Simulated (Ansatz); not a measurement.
The input, for Ansatz 0.2.0:

```yaml
crystal:
  periodic: [false, false, false]
  atoms:
    - {symbol: B, position_ang: [0.000000, 0.000000, 0.846593]}
    - {symbol: Be, position_ang: [0.000000, 0.000000, -1.026568]}
    - {symbol: H, position_ang: [0.000000, 1.003181, 1.508449]}
    - {symbol: H, position_ang: [0.000000, -1.003180, 1.508449]}
    - {symbol: H, position_ang: [0.000000, 0.000000, -2.918568]}
basis:
  gaussian: {orbitals: 6-31G}
correlation: {method: fci, electrons: outside_noble_gas}
```

```sh
$ ansatz run in.yaml --threads 1 --pin off --events-out ev --progress --plain --max-ram 2393MiB
```

The program prints:

```
549 factors; integrals over basis functions are off by at most 2.3e-7 eV
mean field evaluation 1: about -1112.9872 eV, gradient 1.2e1 eV
mean field evaluation 2: about -1112.9809 eV, gradient 1.2e1 eV
mean field evaluation 4: about -1113.9895 eV, gradient 7.5e-1 eV
mean field evaluation 8: about -1113.9938 eV, gradient 2.3e-4 eV
mean field -1113.99375393 eV, -40.9385153648 hartree, gradient 1.7e-6 eV, S^2 0.000000; 0 other end points of the search recorded, 0 dependent functions left out
2 core orbitals not correlated: weight in the atoms' cores, before any rotation towards them, 1.000 or more for the frozen orbitals, at most 0.000 for the correlated occupied ones
reference -1113.99375393 eV, -40.9385153648 hartree; 4, 4 occupied and 18, 18 virtual orbitals, 549 factors
state -1116.89469126 eV, -41.0451228453 hartree
Total energy: -1116.89469126 eV, -41.0451228453 hartree
```

Ran on 1 thread of AMD EPYC 9B14, shared host: 41 s wall, 1.2 GiB peak host memory.
